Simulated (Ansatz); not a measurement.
Density of states of ZnCu (Pm-3m, a = 2.919 Å, b = 2.919 Å, c = 2.919 Å, α = 90.00°, β = 90.00°, γ = 90.00°), in states per eV and primitive cell, averaged over bins of 0.3 eV. Computed with DFT r2SCAN, scalar-relativistic, plane waves, PAW (Ansatz 0.2.0).

Settings: cutoff 500 eV, Γ-centred mesh 14×14×14 on the computed 2-atom cell, Gaussian smearing of 0.10 eV; no spin polarisation.

The cell is relaxed at this level. The states (both spins) are summed by tetrahedra on a 21×21×21 mesh at the self-consistent density. Energies are bin centres; the table starts no lower than −8 eV and ends at 6 eV, or lower where the solved bands end.

It is a metal at this level.

```tsv
E − E_F (eV)	total	Cu 3d	Zn 3d	Cu 4s	Zn 4s
-7.90	10.64	0.29	10.13	0.08	0.11
-7.60	12.06	0.25	11.68	0.03	0.08
-7.30	3.24	0.05	2.99	0.09	0.10
-7.00	0.48	0.03	0.22	0.11	0.11
-6.70	0.47	0.05	0.15	0.14	0.12
-6.40	0.48	0.07	0.11	0.15	0.14
-6.10	0.49	0.09	0.09	0.14	0.15
-5.80	0.53	0.14	0.08	0.12	0.17
-5.50	0.64	0.23	0.08	0.09	0.22
-5.20	1.06	0.48	0.13	0.07	0.34
-4.90	1.07	0.67	0.09	0.07	0.20
-4.60	0.75	0.49	0.05	0.11	0.08
-4.30	1.92	1.51	0.07	0.17	0.07
-4.00	3.72	3.22	0.14	0.18	0.06
-3.70	5.82	5.45	0.18	0.03	0.03
-3.40	6.32	6.02	0.10	0.04	0.05
-3.10	8.70	8.31	0.18	0.07	0.08
-2.80	3.31	3.03	0.06	0.06	0.10
-2.50	0.62	0.40	0.02	0.06	0.08
-2.20	0.49	0.26	0.01	0.08	0.06
-1.90	0.97	0.50	0.01	0.23	0.08
-1.60	0.79	0.31	0.01	0.18	0.09
-1.30	0.69	0.22	0.01	0.15	0.10
-1.00	0.62	0.16	0.01	0.13	0.10
-0.70	0.57	0.12	0.01	0.12	0.09
-0.40	0.53	0.09	0.01	0.10	0.09
-0.10	0.49	0.07	0.01	0.09	0.08
0.20	0.45	0.06	0.01	0.08	0.07
0.50	0.41	0.04	0.01	0.07	0.06
0.80	0.37	0.03	0.00	0.06	0.06
1.10	0.34	0.03	0.00	0.05	0.05
1.40	0.30	0.02	0.00	0.04	0.04
1.70	0.27	0.01	0.00	0.03	0.03
2.00	0.25	0.01	0.00	0.03	0.04
2.30	0.37	0.03	0.00	0.06	0.12
2.60	0.54	0.04	0.01	0.15	0.17
2.90	0.61	0.04	0.01	0.17	0.18
3.20	0.68	0.03	0.01	0.17	0.18
3.50	0.73	0.03	0.01	0.16	0.16
3.80	0.67	0.02	0.01	0.13	0.13
4.10	0.65	0.02	0.00	0.11	0.11
4.40	0.61	0.01	0.00	0.09	0.09
4.70	0.66	0.01	0.00	0.10	0.11
5.00	0.65	0.01	0.00	0.09	0.10
5.30	0.65	0.01	0.00	0.07	0.09
5.60	0.66	0.01	0.00	0.07	0.08
```

The columns after the total are the Löwdin projections on the occupied valence shells of the potentials. The rest of the total lies in shells that are empty in the free atom, which aren't projected, and between the atoms.

Cost: 1 run of about 0.53 core-minutes, on Arm Neoverse V2 (shared hosts).